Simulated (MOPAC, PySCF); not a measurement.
Ligands exchanged one at a time, C H-F. Isolated molecules, 0 K electronic values unless said otherwise. Strings in code marks are SMILES.

Quantity: vertical ionisation energy (energy after one electron is removed minus that of the parent at the parent's geometry), in eV.

Level 1: PBE-D3(BJ)/def2-TZVP (PySCF)
Level 2: PBE/6-31G* // PBE-D3(BJ)/def2-TZVP (PySCF)
Level 3: minus the HOMO energy of PM3 // PBE-D3(BJ)/def2-TZVP (MOPAC)
Level 4: minus the HOMO energy of PM6 // PBE-D3(BJ)/def2-TZVP (MOPAC)

```csv
species,level 2,level 3,level 4
`C`,13.89,13.60,13.60
```

Question: What does level 1 give for each?

Answer: 
- `C`: 13.91
